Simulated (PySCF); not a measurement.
Single point on BS⁺

State: ³Π (triplet), unpaired electrons σ ↑, π ↑.

An equivalent input (the run itself took its basis sets from the Basis Set Exchange, started from a PBE0 density and held the occupation σ 7α 6β, πx 2α 2β, πy 2α 1β):

```python
from pyscf import gto, scf, cc
mol = gto.M(atom='B 0 0 0; S 0 0 1.712', basis={'B': 'pcseg-1', 'S': 'pcseg-1'},
            charge=1, spin=2, verbose=4, symmetry='C2v')
mf = scf.UHF(mol)
mf.irrep_nelec = {'A1': (7, 6), 'B1': (2, 2), 'B2': (2, 1)}
mf.conv_tol = 1e-9
mf.max_cycle = 60
mf.diis_space = 10
mf.kernel()
mycc = cc.CCSD(mf, frozen=[[0, 1, 2, 3, 4, 5], [0, 1, 2, 3, 4, 5]])
mycc.run(conv_tol=1e-7, conv_tol_normt=1e-5, max_cycle=80, diis_space=8)
et = mycc.ccsd_t()
```

The SCF ended at -421.76156969 hartree. The coupled-cluster part of the log:

```
******** <class 'pyscf.cc.uccsd.UCCSD'> ********
CC2 = 0
CCSD nocc = (5, 3), nmo = (26, 26)
frozen orbitals [[0, 1, 2, 3, 4, 5], [0, 1, 2, 3, 4, 5]]
max_cycle = 80
direct = 0
conv_tol = 1e-07
conv_tol_normt = 1e-05
diis_space = 8
diis_start_cycle = 0
diis_start_energy_diff = 1e+09
Init t2, MP2 energy = -0.134994873304209
Init E_corr(UCCSD) = -0.134994873307027
cycle = 1  E_corr(UCCSD) = -0.150021376498451  dE = -0.0150265032  norm(t1,t2) = 0.0791636
cycle = 2  E_corr(UCCSD) = -0.156172975034005  dE = -0.00615159854  norm(t1,t2) = 0.0315438
cycle = 3  E_corr(UCCSD) = -0.15843757154813  dE = -0.00226459651  norm(t1,t2) = 0.0215027
cycle = 4  E_corr(UCCSD) = -0.160471724362125  dE = -0.00203415281  norm(t1,t2) = 0.00989149
cycle = 5  E_corr(UCCSD) = -0.160281968487063  dE = 0.000189755875  norm(t1,t2) = 0.00387964
cycle = 6  E_corr(UCCSD) = -0.160370355649744  dE = -8.83871627e-05  norm(t1,t2) = 0.00152579
cycle = 7  E_corr(UCCSD) = -0.1604212209386  dE = -5.08652889e-05  norm(t1,t2) = 0.000826663
cycle = 8  E_corr(UCCSD) = -0.160407934234229  dE = 1.32867044e-05  norm(t1,t2) = 0.000329713
cycle = 9  E_corr(UCCSD) = -0.160417178744453  dE = -9.24451022e-06  norm(t1,t2) = 0.000135149
cycle = 10  E_corr(UCCSD) = -0.160413369203831  dE = 3.80954062e-06  norm(t1,t2) = 5.59157e-05
cycle = 11  E_corr(UCCSD) = -0.160413004232606  dE = 3.64971225e-07  norm(t1,t2) = 2.06497e-05
cycle = 12  E_corr(UCCSD) = -0.160412918724397  dE = 8.55082093e-08  norm(t1,t2) = 8.62148e-06
UCCSD converged
E(UCCSD) = -421.9219826076047  E_corr = -0.1604129187243965
UCCSD(T) correction = -0.00733375763804384
```

T1 diagnostic 0.030, D1 0.074, 8 electrons correlated.

Repeating this along the bond gives Re = 1.720 Å and ωe = 963 cm⁻¹.

A point of this curve took 0.54 CPU seconds beside 0.03 for the integrals, on Intel Xeon Platinum 8375C @ 2.90GHz (shared host).

Correlated steps freeze 6 core orbitals. The state is the lowest determinant that a PBE0 search found; another state may lie lower at other levels.
